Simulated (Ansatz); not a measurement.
Born–Oppenheimer molecular dynamics of AlClFH (4 atoms, charge 0, multiplicity 1). It starts at the highest image of a converged band. Of that band: Neighbouring images differ by up to 1.3 eV, so the band resolves the path poorly. A vibrational analysis at the climbing image gives one clearly imaginary mode, 1057i cm⁻¹: a first-order saddle point.

All numbers below come from Ansatz, RKS B3LYP-D4/def2-TZVP.

```
ensemble                      : NVE (velocity Verlet)
time step                     : 0.5 fs
steps asked                   : 200
starting velocities drawn for : 300 K
seed                          : 9653
```

First frame:

```xyz
4
Properties=species:S:1:pos:R:3
Al 0.234 0.000 -0.520
Cl 1.244 0.000 1.785
H 1.771 0.000 0.191
F -1.413 0.000 -0.397
```

How far do the bonds stretch over the last three quarters of this one trajectory? (Pairs bonded in most of those frames.)


| bond | mean (Å) | spread (Å) | shortest | longest |
| --- | --- | --- | --- | --- |
| Al1–Cl2 | 2.187 | 0.169 | 1.91 | 2.45 |
| Al1–H3 | 1.741 | 0.153 | 1.44 | 2.06 |
| Al1–F4 | 1.665 | 0.036 | 1.60 | 1.73 |

Mean temperature of the second half: 5564 K. The conserved energy stayed within 0.64 meV per atom of its start (net change -0.088 meV per atom), so the integration is sound. The kinetic energy rose, since the run started high on the potential surface and went downhill. A run of 0.1 ps of so small a system gives no equilibrium averages. The orbitals stay closed-shell, which can raise the energy where a bond breaks towards radicals; this wasn't checked here.

Run time: 2.5 min on 4 threads of Arm Neoverse V1 (shared host), peak memory 0.2 GiB.
